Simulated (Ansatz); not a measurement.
## Property card for ZnGeAs2

Method: Ansatz, DFT PBEsol, scalar-relativistic, plane waves, PAW.

Cutoff 420 eV; k points 10×10×10 on the computed 8-atom cell (Γ-centred); Gaussian smearing, width 0.01 eV; no spin polarisation.

The structure is relaxed at this level of theory with its symmetry kept. Whether it is the stable form of this composition wasn't checked.

```cif
data_structure
_symmetry_space_group_name_H-M 'I-42d'
_symmetry_Int_Tables_number 122
_cell_length_a 5.6551
_cell_length_b 5.6551
_cell_length_c 11.1871
_cell_angle_alpha 90.000
_cell_angle_beta 90.000
_cell_angle_gamma 90.000
_cell_volume 357.76
loop_
_atom_site_label
_atom_site_type_symbol
_atom_site_symmetry_multiplicity
_atom_site_Wyckoff_symbol
_atom_site_fract_x
_atom_site_fract_y
_atom_site_fract_z
_atom_site_occupancy
Zn1 Zn 4 a 0.00000 0.00000 0.00000 1
Ge1 Ge 4 b 0.50000 0.50000 0.00000 1
As1 As 8 d 0.24868 0.25000 0.12500 1
```

```json
{
  "Space group": "I-42d (No. 122)",
  "Volume per atom": "150.9 bohr³",
  "Formation energy from the elements' standard states (uncorrected)": "-0.132 eV/atom",
  "Kohn–Sham band gap": "0.16 eV, direct at Γ",
  "Löwdin character of the top 1 eV of the valence band": "As 4p 83 %, unprojected 5 %",
  "Löwdin character of the lowest 1 eV of the conduction band": "As 4p 46 %, Ge 4s 20 %, Ge 4p 12 %, As 4s 8 %, unprojected 8 %",
  "Electron masses at the edge by Cartesian direction of the standard setting (m_e; degenerate bands sorted by energy; no spin-orbit coupling)": "x: 0.021; y: 0.021; z: 0.017",
  "Hole masses at the edge by Cartesian direction of the standard setting (m_e; degenerate bands sorted by energy; no spin-orbit coupling)": "x: 0.31; y: 0.31; z: 0.018",
  "Bulk modulus": "68 GPa",
  "Its pressure derivative": "4.7",
  "Bader charges (e)": "Zn (2 in the cell) 0.46, Ge (2 in the cell) 0.46, As (4 in the cell) -0.46"
}
```

Cost: 8 runs of about 19 core-minutes in all, on AMD EPYC 9R45 (Zen 5) (shared hosts).